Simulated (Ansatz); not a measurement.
Abridged output of a molecular run in Ansatz:

```
Functional definition: HF
1191 factors; integrals over basis functions are off by at most 1.4e-3 eV
mean field evaluation 1: about -5737.8078 eV, gradient 3.6e1 eV
mean field evaluation 2: about -5737.8138 eV, gradient 3.6e1 eV
mean field evaluation 4: about -5741.4399 eV, gradient 4.5e0 eV
mean field evaluation 8: about -5741.5138 eV, gradient 1.6e-1 eV
mean field evaluation 16: about -5741.4989 eV, gradient 1.7e0 eV
mean field -5741.51398936 eV, -210.9967473710 hartree, gradient 1.1e-6 eV, S^2 0.000000; 0 other end points of the search recorded, 0 dependent functions left out
5 core orbitals not correlated: weight in the atoms' cores, before any rotation towards them, 1.000 or more for the frozen orbitals, at most 0.000 for the correlated occupied ones
reference -5741.51398936 eV, -210.9967473710 hartree; 15, 15 occupied and 95, 95 virtual orbitals, 1191 factors
second order -19.88230518 eV of doubles, -0.00000000 eV of singles
cycle   1  -20.81936732 eV  change   -9.4e-1 eV  update   9.5e-2
cycle   2  -21.36937981 eV  change   -5.5e-1 eV  update   2.9e-2
cycle   3  -21.48118838 eV  change   -1.1e-1 eV  update   1.3e-2
cycle   4  -21.48091671 eV  change    2.7e-4 eV  update   3.4e-3
cycle   5  -21.48225875 eV  change   -1.3e-3 eV  update   1.2e-3
cycle   6  -21.48212129 eV  change    1.4e-4 eV  update   3.5e-4
cycle   7  -21.48198954 eV  change    1.3e-4 eV  update   1.2e-4
cycle   8  -21.48200102 eV  change   -1.1e-5 eV  update   4.4e-5
cycle   9  -21.48199209 eV  change    8.9e-6 eV  update   1.3e-5
perturbative correction -0.69322369 eV, -0.0254755007 hartree
Total energy: -5763.68920514 eV, -211.8116715201 hartree
```

Its atoms:

Cartesian coordinates in Å:
```
C 0.567 1.646 -0.002
C 0.355 0.439 -0.909
C 0.132 -0.843 -0.156
C -1.094 -0.913 0.710
N 0.978 -1.778 -0.289
H 0.781 2.537 -0.595
H -0.314 1.862 0.607
H 1.412 1.482 0.672
H 1.223 0.290 -1.553
H -0.512 0.621 -1.556
H -1.034 -0.185 1.524
H -1.217 -1.906 1.145
H -1.990 -0.666 0.132
H 0.712 -2.588 0.271
```

Question: Which basis set was used?
A. def2-TZVPPD
B. def2-QZVPP
C. def2-SVP
D. def2-SVPD

Answer: C. It gives 115 functions.

Question: Write the keys of the input that set method, charge and spin (a neutral closed shell needs none for the last two).

Answer: 
```yaml
correlation: {method: ccsd_t}
```
